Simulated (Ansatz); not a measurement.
Predict the output of the script below (Ansatz's Python interface).

The script, `cs_adiabatic.py`:
```python
"""Vertical and adiabatic ionisation of CS."""

import itertools

import ansatz as az
from ase import Atoms
from ase.data import atomic_numbers, covalent_radii
import numpy as np

SETTINGS = {
    "basis_set": "def2-SVP",
    "functional": "pbe",
    "net_charge": 1,
}

atoms = Atoms(["C", "S"], positions=[
    [0.8992, 0.0, 0.0],
    [-0.8992, 0.0, 0.0],
])
geometry = az.Crystal.molecule_from_ase(atoms)

base = (
    geometry.calculation()
    .basis(gaussian=SETTINGS["basis_set"])
    .functional(SETTINGS["functional"])
)
symbols = [site.symbol for site in geometry.cartesian_sites]
start = np.array([site.position_ang for site in geometry.cartesian_sites], dtype=float)
rep = base.relax(force_tolerance=0.01).run(threads=1).report
end = np.array(rep["positions_ang"])

minimum = az.Crystal.molecule()
for symbol, place in zip(symbols, end):
    minimum = minimum.atom(symbol, place.tolist())
ion = minimum.calculation()
ion = ion.basis(gaussian=SETTINGS["basis_set"])
ion = ion.functional(SETTINGS["functional"]).charge(SETTINGS["net_charge"])
ion = ion.spin("collinear", total=1)
vertical = ion.run(threads=1).report
settled = ion.relax(force_tolerance=0.01, max_steps=80).run(threads=1).report
print(f"vertical ionisation energy   {vertical['free_energy_ev'] - rep['free_energy_ev']:.3f} eV")
print(f"adiabatic, no zero point     {settled['free_energy_ev'] - rep['free_energy_ev']:.3f} eV")
print(f"relaxation energy of the ion {vertical['free_energy_ev'] - settled['free_energy_ev']:.3f} eV")
ionised = np.array(settled["positions_ang"])
# pairs closer than 1.2 times the sum of covalent radii, before or after
radius = [covalent_radii[atomic_numbers[s]] for s in symbols]
span = lambda where, i, j: np.linalg.norm(where[i] - where[j])
bonded = [(i, j) for i, j in itertools.combinations(range(len(symbols)), 2) if min(span(end, i, j), span(ionised, i, j)) < 1.2 * (radius[i] + radius[j])]
print("pair        before    after (A)")
for i, j in bonded:
    print(f"{symbols[i]}{i}-{symbols[j]}{j}".ljust(10), f"{span(end, i, j):8.4f} {span(ionised, i, j):8.4f}")
```

Output of `python cs_adiabatic.py`:
```text
vertical ionisation energy   11.334 eV
adiabatic, no zero point     11.277 eV
relaxation energy of the ion 0.057 eV
pair        before    after (A)
C0-S1        1.5532   1.5084
```

The energies are electronic: no zero-point or thermal terms, and the basis set is short of its limit. The product may relax into another structure. Each relaxation finds its nearest minimum, which needn't be the lowest. It ran for 6.6 s on 1 thread of Arm Neoverse V1 (shared host), peak memory 0.16 GiB.
